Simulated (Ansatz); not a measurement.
# MgH₃+ (triplet): the correlation ladder at a displaced geometry (v2), cc-pVTZ

Aim: climb from Hartree-Fock through coupled cluster for MgH₃+ (triplet) at one geometry and basis, and see what each rung misses.

Method: cc-pVTZ, core rule «outside noble gas», up to 5 orbitals frozen; program: Ansatz 0.2.0, Gaussian basis.

Plan: UHF; CCSD(T) on ROHF; CCSD(T) on UHF; BCCD(T) on ROHF; CCSDT(Q) on ROHF; CCSDT(Q) on UHF; Full CI.

23 further runs of the same task are left out: 10 for a known fault of the program, 3 that didn't finish, 10 set aside as unsound or not needed. Runs told in other sessions of the task aren't counted.

### 1 What is computed

The geometry is a PBE0/def2-TZVP stationary point (not a proven minimum) with its atoms shifted at random (size 0.100 Å).

4 atoms, charge 1, spin multiplicity 3.

Atoms are counted from 1 here; the program's logs count them from 0.

Bond lengths: Mg1–H2 1.714 Å, Mg1–H3 1.905 Å, Mg1–H4 1.951 Å. Angles: H2–Mg1–H3 122.3°, H2–Mg1–H4 119.3°, H3–Mg1–H4 118.4°.

### 2 UHF

File in.yaml:

```yaml
crystal:
  periodic: [false, false, false]
  atoms:
    - {symbol: Mg, position_ang: [0.009526, 0.003504, -0.001351]}
    - {symbol: H, position_ang: [1.723176, 0.027795, 0.016343]}
    - {symbol: H, position_ang: [-1.031770, 1.598353, -0.002738]}
    - {symbol: H, position_ang: [-0.921103, -1.710633, 0.018976]}
basis:
  gaussian: {orbitals: cc-pVTZ}
total_charge: 1
magnetization: {spin_polarized: true, initial_magnetization: 2}
hamiltonian: {xc: hf}
output: {orbitals: {seedname: orbitals}}
```

Command:

```bash
ansatz run in.yaml --threads 1 --pin off --events-out ev --progress --plain --max-ram 2393MiB
```

The runs that follow: CCSD(T) on ROHF; CCSD(T) on UHF; BCCD(T) on ROHF; CCSDT(Q) on ROHF; CCSDT(Q) on UHF; Full CI.

**Question.** What will the summary of the whole plan be? Wanted: FCI from the RHF energy; RMP2 from FCI; UMP2 from FCI; RCCSD from FCI; RCCSD(T) from FCI; UCCSD(T) from FCI; RCCSDT(Q) from FCI; UCCSDT(Q) from FCI; T1 diagnostic.

The runs gave:

| quantity | value |
| --- | --- |
| FCI from the ROHF energy | -1.5498 eV |
| RMP2 from FCI | +13.81 kcal/mol |
| UMP2 from FCI | +10.81 kcal/mol |
| RCCSD from FCI | +1.06 kcal/mol |
| RCCSD(T) from FCI | +0.27 kcal/mol |
| UCCSD(T) from FCI | 0.00 kcal/mol |
| RCCSDT(Q) from FCI | 0.00 kcal/mol |
| UCCSDT(Q) from FCI | -0.14 kcal/mol |
| levels within 1 kcal/mol (43 meV) | UCCSD, RCCSD(T), UCCSD(T), BCCD(T), RCCSDT, UCCSDT, RCCSDT(Q), UCCSDT(Q) |
| T1 diagnostic | 0.137 |
| effectively unpaired electrons | 2.06 |

RCCSD(T) lands +0.27 kcal/mol from the yardstick (0.8 % of the correlation energy). UCCSDT, UCCSDT(Q) fall below full CI: unrestricted runs freeze a spin-polarised core, another one than full CI's, and coupled cluster isn't variational. The occupations are near whole numbers, but T1 = 0.137 shows that the orbitals relax strongly. These misses are within one basis, not against nature; the frozen cores of restricted and unrestricted runs differ, which can shift their rows.

Levels on UHF freeze UHF's core orbitals, full CI those of ROHF, so the U rows can settle a little off it for that reason alone.
